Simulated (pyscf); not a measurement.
Hydrogen abstraction: HC≡C–CH₃ (SMILES C#CC) + H• (SMILES [H]) → HC≡C–CH₂• (SMILES C#C[CH2]) + H₂ (SMILES [H][H])

Gas phase, doublet surface, charge 0. Bonds broken: C1–H8. Bonds formed: H4–H8. Structures and frequencies: ωB97X-D3(BJ)/def2-SVP in PySCF.

Transition state (Å):

```xyz
8

C      0.3275    -0.8444     0.1263
C      0.4926     0.2180     1.0809
C      0.5972     1.1017     1.9044
H     -1.5779    -2.0110     0.6259
H      1.0965    -1.6270     0.1735
H      0.1315    -0.5109    -0.9016
H      0.6989     1.8892     2.6304
H     -0.7665    -1.5007     0.4249
```

One imaginary mode, 1600i cm⁻¹; descent along it reached the two sides named.

```csv
bond,change,reactant side (Å),saddle,product side
C1–H8,breaks,1.101,1.310,2.9
H4–H8,forms,3.2,0.979,0.761
```

Electronic energies relative to the separated reactants (kcal/mol):

```tsv
level	barrier	reaction energy	reverse barrier
ωB97X-D3(BJ)/def2-TZVP	9.9	-9.6	19.5
PBE/def2-TZVP	2.9	-12.0	14.9
r²SCAN/def2-TZVP	1.9	-16.1	18.0
B3LYP-D3(BJ)/def2-TZVP	3.5	-15.0	18.4
PBE0-D3(BJ)/def2-TZVP	6.2	-10.3	16.4
M06-2X/def2-TZVP	11.0	-9.0	20.0
ωB97M-D3(BJ)/def2-TZVP	9.6	-9.9	19.5
HF/def2-TZVP	20.3	-11.4	31.7
```

With ωB97M-D3(BJ)/def2-TZVP energies and thermal terms (ideal gas, 1 atm, RRHO with modes under 100 cm⁻¹ raised to 100, one conformer, R ln 2 for chiral ones without a mode under 150 cm⁻¹), in kcal/mol:

```json
[
 {"T (K)": "298", "ΔH‡": "6.8", "ΔG‡": "13.0", "ΔH": "-12.2", "ΔG": "-13.8"},
 {"T (K)": "600", "ΔH‡": "6.6", "ΔG‡": "19.4", "ΔH": "-11.7", "ΔG": "-15.7"},
 {"T (K)": "900", "ΔH‡": "6.6", "ΔG‡": "25.9", "ΔH": "-11.6", "ΔG": "-17.7"},
 {"T (K)": "1200", "ΔH‡": "6.6", "ΔG‡": "32.3", "ΔH": "-11.9", "ΔG": "-19.7"}
]
```

This is the saddle that the search found; another between the same sides may lie lower. The angle at the transferred H is 178°.
